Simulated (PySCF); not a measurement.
Compound: PO2 (charge +1).
SMILES: `O=[P+]=O`

Level: PBE0/pcSseg-1 in PySCF, non-relativistic, on one gas-phase PBE0-D3(BJ)/def2-SVP geometry that isn't relaxed in the solvent. The solvent is an IEF-PCM continuum (cavity from Bondi-type radii × 1.2). Only the electrostatic response of the medium enters.

| run | E − E(gas) (kcal/mol) | HOMO (eV) | HOMO–LUMO gap (eV) |
| --- | --- | --- | --- |
| gas | 0.00 | -19.41 | 6.79 |
| P | -69.65 | -14.09 | 6.93 |
| Q | -67.76 | -14.23 | 6.92 |

**Question.** The runs were made in dichloromethane and tetrahydrofuran. Which run belongs to which solvent?

**Answer.** P = dichloromethane, Q = tetrahydrofuran. The dielectric constants are 7.426 (tetrahydrofuran), 8.93 (dichloromethane), and the energy falls further as ε rises. In this model the ground state sees the solvent through ε alone.

**Question.** How constant is the ratio of the lowering to 1 − 1/ε?

**Answer.** 
```tsv
solvent	1 − 1/ε	E − E(gas) (kcal/mol)	ratio (kcal/mol)	polarisation term (kcal/mol)
tetrahydrofuran	0.865	-67.76	-78.3	-68.62
dichloromethane	0.888	-69.65	-78.4	-70.58
```

The ratio changes by +0.2 % in size from tetrahydrofuran to dichloromethane. The polarisation term is half the interaction of the solute with the induced surface charges.
